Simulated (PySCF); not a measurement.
**Gas-phase thermal properties of P4**

Computed with PySCF (xtb for GFN2) and rigid-rotor harmonic-oscillator thermochemistry at 1 bar. Table values come from the NASA 1993 polynomials. 6-31G* has spherical d functions here. All species are closed-shell singlets. B3LYP is the form with VWN-RPA correlation. The harmonic model lacks anharmonicity and excited electronic states, which grow with temperature; levels with a mode under 35 cm⁻¹ are left out. The table's entry may be an old estimate for P4 (not checked at source).

| level | point group | σ | ZPE (kJ/mol) | S°298 (J/mol/K) | Cp298 (J/mol/K) | S°1000 (J/mol/K) | H1000 − H298 (kJ/mol) |
|---|---|---|---|---|---|---|---|
| table | - | - | - | 280.0 | 67.3 | 372.4 | 54.5 |
| B3LYP/6-31G* | Td | 12 | 16.3 | 280.0 | 67.2 | 372.5 | 54.5 |
| GFN2-xTB | Td | 12 | 16.6 | 279.6 | 66.7 | 371.7 | 54.3 |
| HF/6-31G* | Td | 12 | 18.2 | 276.0 | 64.2 | 366.7 | 53.7 |
| PBE/def2-SVP | Td | 12 | 16.4 | 279.9 | 67.1 | 372.4 | 54.5 |
| PBE0/def2-TZVP | Td | 12 | 17.3 | 277.6 | 65.7 | 369.2 | 54.1 |
σ: rotational symmetry number. Electronic degeneracy used: 1. Frequencies are unscaled.
